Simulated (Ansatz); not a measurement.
Frontier orbitals of AlH3 (`[AlH3]`).

The species carries charge 0 and has multiplicity 1. The structure was optimised at the PBE0-D4/def2-TZVP level. Basis def2-TZVPP, Ansatz 0.2.0.

Orbital energies of one run (eV). Highest occupied ones, from the top: -7.32, -7.32, -10.39, -68.89, -68.89, -69.18, -106.29, -1499.38. Empty: -2.77, 0.18, 0.65, 0.65, 2.44, 3.07.

Q: Which functional gave them?
A. B97M-V
B. LDA (SPW92)
C. BHLYP
D. r2SCAN0

A: B. HOMO energies: LDA (SPW92) -7.32, B97M-V -7.73, r2SCAN0 -8.78, BHLYP -9.80 eV.
